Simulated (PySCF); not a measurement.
Bonding in CH3CH2CH2CHF2

CH3CH2CH2CHF2, C₄H₈F₂.
Numbering: `[CH3:1][CH2:2][CH2:3][CH:4]([F:5])[F:6]` (hydrogens: H7, H8, H9 on C1; H10, H11 on C2; H12, H13 on C3; H14 on C4)

Cartesian coordinates in Å at the PBE0-D3(BJ)/def2-SVP level; atoms count from 1:
```
atom  x, y, z in Å
C1     1.8900    0.3875   -0.2264
C2     0.4570    0.6303    0.2177
C3    -0.4073   -0.6193    0.1376
C4    -1.8448   -0.3745    0.5096
F5    -2.4040    0.5216   -0.3409
F6    -2.5550   -1.5223    0.4147
H7     2.4906    1.3069   -0.1640
H8     2.3816   -0.3754    0.3981
H9     1.9291    0.0343   -1.2690
H10   -0.0012    1.4176   -0.4027
H11    0.4488    1.0154    1.2528
H12   -0.0188   -1.4085    0.8022
H13   -0.4038   -1.0324   -0.8853
H14   -1.9671    0.0185    1.5361
```

Bond orders from the PBE0/pcSseg-1 density (PySCF). Geometry: PBE0-D3(BJ)/def2-SVP, one conformer, isolated molecule.

Task: How far do the computed orders between heavy atoms stray from the drawn ones?

Result: The largest departure is 0.062, at C1–C2 (drawn single, 1.062).

Task: Give the Mayer order of every bond, beside its length.

Result: 
```tsv
bond	drawn as	length (Å)	Mayer order
C1–C2	single	1.520	1.062
C2–C3	single	1.522	1.012
C3–C4	single	1.505	1.028
C4–F5	single	1.356	0.948
C4–F6	single	1.353	0.955
C1–H7	single	1.100	0.967
C1–H8	single	1.102	0.965
C1–H9	single	1.102	0.966
C2–H10	single	1.102	0.945
C2–H11	single	1.104	0.950
C3–H12	single	1.102	0.940
C3–H13	single	1.103	0.933
C4–H14	single	1.106	0.951
```

By pair of heavy elements: C–C: lowest C2–C3 (1.012, 1.522 Å), highest C1–C2 (1.062, 1.520 Å); in 1 of the 3 pairs the longer bond (by over 0.003 Å) has the higher order (by 0.02 or more). C–F: all 2 within 0.02 of one another (0.948 to 0.955).

Task: Sum the orders of all bonds at each heavy atom with more than one neighbour and set the sums beside the valence in the SMILES.

Result: C1 3.960 (drawn 4), C2 3.969 (drawn 4), C3 3.913 (drawn 4), C4 3.882 (drawn 4). Orders between atoms that aren't bonded are not in these sums.

Mayer orders depend on the basis set.
